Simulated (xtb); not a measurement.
NaCl, SMILES [Na][Cl]. All values are semi-empirical tight-binding results from xtb (GFN2-xTB unless named), good for trends rather than for accurate numbers. Geometry: GFN2-xTB.

Optimised geometry:

Bond lengths (Å): Na1–Cl2 2.245.

For metal compounds this method's bond lengths and energies can be far off.

The point group as xtb finds it is C∞v. The orbital gap comes out as 2.06 eV.

**Question.** Give the atomic charges and the Wiberg bond orders between heavy atoms. (An estimate is asked for; the answer gives what the named calculation found.)

**Answer.** charges (e) Na1 0.67, Cl2 -0.67. Bond orders Na1–Cl2 0.62.
